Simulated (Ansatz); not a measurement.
Reaction (isomerisation): `FC1(F)C=CC1` → `C=C/C(F)=C\F`

Gas-phase electronic energies from Ansatz, PBE0-D4/def2-TZVP geometries. CBS: MP2 limit from def2 TZ/QZ plus the TZ coupled-cluster correction, frozen cores. DFT in def2-TZVPP. B3LYP here is the variant with VWN-RPA as its local correlation; programs differ in this. One conformer a species, not always the lowest.

| level | ΔE (eV) |
| --- | --- |
| r2SCAN-D4 | 0.02 |
| BHLYP-D4 | 0.03 |
| B3LYP | -0.12 |
| r2SCAN0 | 0.15 |
| BHLYP | 0.02 |
| HF/def2-SVP | 0.08 |
| HF/def2-QZVPP | 0.06 |
| SCS-MP2/def2-QZVPP | 0.18 |

Task: What does CCSD(T)/CBS give? (Best estimate.)

Result: The calculation gave: +0.15 eV. The listed levels differ from it by -0.13, -0.12, -0.27, 0.00, -0.13, -0.07, -0.09, 0.03 eV.

Largest T1 diagnostic among the species: 0.012.

From r2SCAN to r2SCAN0 (25 % exact exchange), in def2-TZVPP and without D4, ΔE moves by +0.13 eV. In def2-TZVPP, CCSD(T) changes the Hartree–Fock value by +0.06 eV (the triples alone add −0.02 eV) and MP2 by +0.15 eV. At CCSD(T), def2-SVP lies −0.05 eV from the extrapolated value and def2-TZVPP −0.02 eV.
